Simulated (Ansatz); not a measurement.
Saddle point of AlH6OF, closed shell (AlH₃ + H₂O + HF → AlH₃O ([OH][AlH2]) + HF + H₂; bonds formed: H2–H7, H5–F8; dative contacts that become bonds: Al1–O6; bonds broken: Al1–H2, H5–O6, H7–F8), PBE0-D4/def2-TZVP structure:

```
atom    x (Å)    y (Å)    z (Å)
 Al1  -0.8281  -0.1729  -0.6578
  H2   0.6975   0.5084  -1.2258
  H3  -0.9335  -1.5627  -1.3938
  H4  -1.8766   1.0103  -0.7368
  H5   0.8077  -0.1357   1.0540
  O6  -0.2888  -0.3771   1.1006
  H7   1.2631   0.3926  -0.4947
  F8   1.8895   0.1962   0.5770
  H9  -0.7309   0.1408   1.7775
```

Energies are electronic, without zero-point energy. Barriers and step energies count from the start structure reached by relaxing down the imaginary mode; all methods use the PBE0-D4 structures, on which another method's saddle can fall below an end. Computed with Ansatz 0.2.0 (basis: def2-TZVPP, with def2-QZVPP for the basis limit); correlated methods freeze the cores. B3LYP uses VWN-RPA correlation. Extrapolation: Hartree–Fock as exp(−7.88 √X), correlation as X^−2.97.

```tsv
method	barrier (kcal/mol)	step energy (kcal/mol)
SPW92	-0.74	-0.97
PBE-D4	?	-5.48
BLYP-D4	3.94	-8.16
r2SCAN-D4	3.97	-6.07
B97M-V	9.49	-2.96
PBE0-D4	6.32	-5.05
B3LYP-D4	6.29	-7.42
r2SCAN0-D4	6.61	-5.77
BHLYP-D4	9.92	-6.97
CAM-B3LYP-D4	6.59	-6.56
wB97X-V	?	-6.62
wB97M-V	8.11	-7.01
B2PLYP	?	-7.91
PBE-QIDH	7.93	-6.06
RPA on PBE	8.09	-7.19
HF	17.91	-8.19
MP2	7.08	-8.65
CCSD	10.35	-7.33
CCSD(T)	8.78	-7.24
```

(1) Fill in the withheld barriers. (To be estimated.)

The T1 diagnostic stays at or below 0.012.

## Answers

(1) By the calculation: PBE-D4 3.16; B2PLYP 7.05; wB97X-V 7.80 kcal/mol. Each is the energy of the saddle less that of the start structure, by the same method.

For comparison, the barrier by CCSD(T) at an estimated basis limit (MP2 extrapolated from triple and quadruple zeta, plus CCSD(T) − MP2 in triple zeta) is 8.51 kcal/mol.

Labels in which every atom is bracketed show which atoms are joined, not bond orders.

For scale, one of the runs: CCSD(T)/def2-TZVPP, 188 basis functions (an equivalent command: `ansatz run in.yaml --threads 2`). The run took 26 s on 2 CPU threads (shared host), with 2.2 GiB of host memory at its peak.
